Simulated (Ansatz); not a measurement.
A run of Ansatz (development build ahead of 0.2.0) on singlet C₆H₆ at this shape:

```xyz
12

C     1.4014   -0.0053    0.0075
C     0.6965    1.2074   -0.0047
C    -0.6981    1.2116    0.0098
C    -1.3975   -0.0021   -0.0014
C    -0.7012   -1.2050   -0.0084
C     0.6919   -1.2141    0.0083
H     2.4783    0.0083   -0.0083
H     1.2423    2.1518   -0.0040
H    -1.2484    2.1570   -0.0025
H    -2.4911    0.0053   -0.0046
H    -1.2459   -2.1412   -0.0084
H     1.2482   -2.1457   -0.0073
```

Its results:

```yaml
Converged: yes
Total_energy: -230.53501 hartree
Spin_squared_of_the_determinant: 0.000
```

(1) Which input gives this output? Name the method, the orbitals and the basis set, and write the input.

Answers

(1) RHF in def2-SVP. An unrestricted run that stays on the closed shell gives the same numbers.

```yaml
crystal:
  periodic: [false, false, false]
  atoms:
    - { symbol: C, position_ang: [1.40136, -0.00526, 0.00748] }
    - { symbol: C, position_ang: [0.69648, 1.20743, -0.00469] }
    - { symbol: C, position_ang: [-0.69808, 1.21162, 0.00984] }
    - { symbol: C, position_ang: [-1.39752, -0.00212, -0.00135] }
    - { symbol: C, position_ang: [-0.70118, -1.20496, -0.00845] }
    - { symbol: C, position_ang: [0.69194, -1.21414, 0.00826] }
    - { symbol: H, position_ang: [2.4783, 0.00834, -0.00825] }
    - { symbol: H, position_ang: [1.2423, 2.15182, -0.00403] }
    - { symbol: H, position_ang: [-1.2484, 2.15699, -0.00248] }
    - { symbol: H, position_ang: [-2.49106, 0.00532, -0.00455] }
    - { symbol: H, position_ang: [-1.2459, -2.14122, -0.00837] }
    - { symbol: H, position_ang: [1.24815, -2.14566, -0.00729] }
basis:
  gaussian: { orbitals: def2-SVP }
hamiltonian:
  xc: hf
```
